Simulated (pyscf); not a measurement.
Structures and frequencies: ωB97X-D3(BJ)/def2-SVP in PySCF.

For H₃Ge–I (SMILES [GeH3][I]) + H• (SMILES [H]) → •H₂Ge–I (SMILES [GeH2][I]) + H₂ (SMILES [H][H]), a hydrogen abstraction (doublet surface; Ge–H broken, H–H formed), PBE/def2-TZVP gives ΔE‡ = -3.7 kJ/mol and ΔE = -98.1 kJ/mol (zero: the separated reactants). In which direction and how far do r²SCAN/def2-TZVP, PBE0-D3(BJ)/def2-TZVP, ωB97M-D3(BJ)/def2-TZVP move these?

r²SCAN: ΔE‡ = -9.6 kJ/mol, ΔE = -101.4 kJ/mol; PBE0-D3(BJ): ΔE‡ = 1.6 kJ/mol, ΔE = -88.6 kJ/mol; ωB97M-D3(BJ): ΔE‡ = 11.7 kJ/mol, ΔE = -94.2 kJ/mol. PBE's barrier lies among them. Its reaction energy lies among theirs. At PBE, r²SCAN this geometry lies under the reactants; that is no barrier but a single point on another level's saddle; such a level's own saddle, if it has one, lies nearer that side and is low. This is the saddle that the search found; another between the same sides may lie lower. The angle at the transferred H is 179°. Elements up to Kr have no core potential and no relativistic terms here. Elements past Kr carry the def2 core potentials, without spin-orbit coupling.
